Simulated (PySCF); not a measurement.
How methods differ on the ionisation energy of N

N [He] 2s2 2p3 (4S) → N⁺ [He] 2s2 2p2 (3P), as a difference of total energies. All numbers are calculated (PySCF 2.14, no relativity, point nucleus, in dyall-acv3z (15s9p4d2f, 76 functions)). Correlated levels: valence and next inner shell: nothing frozen; virtual orbitals above 40 to 60 times the deepest correlated orbital energy dropped. The calculations carry no spin-orbit coupling.

```csv
method,ionisation energy (eV)
UHF,13.896
MP2 (valence and next inner shell),14.602
SCS-MP2 (valence and next inner shell),14.335
CCSD (valence and next inner shell),14.465
CCSD(T) (valence and next inner shell),14.489
```

Task: How much does correlation contribute at CCSD(T) (valence and next inner shell)?

Result: 14.489 − (13.896) = 0.593 eV, measured against UHF.

A first-order spin-orbit estimate (lowest level to lowest level, LS coupling) adds -0.012 eV.

Errors of the correlated levels include the incompleteness of this basis.

For comparison: 14.534 eV (measured; NIST Atomic Spectra Database, ionization energies).
